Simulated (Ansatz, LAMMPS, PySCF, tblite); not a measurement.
**How well does each level of theory give the bulk modulus B0 of rock-salt NaF?**

Reference value: 53.1 GPa (measured, 0 K value with the zero-point phonon effect removed; as tabulated in Mejia-Rodriguez and Trickey (2018), arXiv:1807.09216).

Task: What do ionic model joung2008, GFN1-xTB, LDA, PBE, r²SCAN, HSE06, Hartree–Fock give, and how far is each from the reference?

Result: 
| level (code) | value (GPa) | cell (Å³/atom) | error (%) |
|---|---|---|---|
| ionic model joung2008 (rigid ions, set for SPC/E water, LAMMPS) | 77.6 | 14.33 | +46 |
| GFN1-xTB (tblite) | 17.2 | 12.86 | -68 |
| LDA (Ansatz) | 61.2 | 11.41 | +15.3 |
| PBE (Ansatz) | 44.7 | 12.99 | -15.8 |
| r²SCAN (Ansatz) | 54.4 | 12.12 | +2.4 |
| HSE06 (Ansatz) | 49.3 | 12.47 | -7.2 |
| Hartree–Fock (PySCF) | 52.7 ± 2 | 12.24 | -0.8 |

Leaving aside ionic model joung2008, which can be fitted to such values or carry a doubt: Nearest, and too close to rank with a margin of 1.7 % (twice that across the reference) picked here for doubts on the reference and the settings: Hartree–Fock (-0.8 %), r²SCAN (+2.4 %). GFN1-xTB (-68 %) misses by most. Within 10 %: r²SCAN, HSE06, Hartree–Fock. The least costly first-principles kind among them: DFT without exact exchange (r²SCAN).

A ± on a computed value is a rough bar: the spread of its extrapolation, a floor set from checks against published values, or a statistical error. GFN1-xTB: the method was fitted mainly to molecules. GFN1-xTB: the run uses a supercell at the zone centre in place of a k mesh. Each level is taken at its own relaxed cell. Cutoffs and k meshes differ between the levels. Ansatz's density-functional and Hartree–Fock values are scalar-relativistic unless marked +SOC, with PAW data made under PBE.

Empirical potentials (ionic model joung2008) are fitted to chosen data, which need not cover the solid at hand: agreement can be built in, and what lay outside the fit can be far off.

Differences are worked out from the printed values.

Ansatz is a program for electronic structure.
